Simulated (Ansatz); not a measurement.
A made-up structure of CH$_{3}$SSi, doublet:

Si1  (-0.396, 0.388, -0.242)
C2  (0.835, -0.902, 0.195)
S3  (1.718, -1.638, 1.233)
H4  (-1.551, -0.323, -0.843)
H5  (1.854, -2.082, 2.511)
H6  (-0.860, 1.213, 0.908)
(Å)

It is relaxed with PBE-D4/def2-SVP and then PBE0-D4/def2-TZVP (Ansatz 0.2.0). Atoms count as bonded within 1.22 times the sum of their covalent radii (H–H: 0.88 Å). The end point is not checked to be a true minimum.

(1) Does its bonding change? (A judgement: the text doesn't fix the answer.)

Answers

(1) The calculation gives: No: no bond forms or breaks.

Where it ends: The first stage lowers the energy by 1.93 eV in 16 steps. It ends as CH₃SSi ([SiH2][C][SH]):
Si1  (-0.534, 0.162, 0.119)
C2  (0.731, -0.653, 0.852)
S3  (1.961, -1.748, 0.966)
H4  (-1.371, -0.384, -0.977)
H5  (1.754, -2.223, 2.218)
H6  (-0.940, 1.503, 0.585)
(Å)

Labels in which every atom is bracketed show which atoms are joined, not bond orders.

For scale, one of the runs: PBE0-D4/def2-TZVP relaxation, 123 basis functions, launched by `ansatz run in.yaml --threads 2 --pin off --events-out ev --progress --plain --max-ram 4352MiB`. Hardware: 2 CPU threads of an Arm Neoverse V1, shared host. Wall time about 38 s.
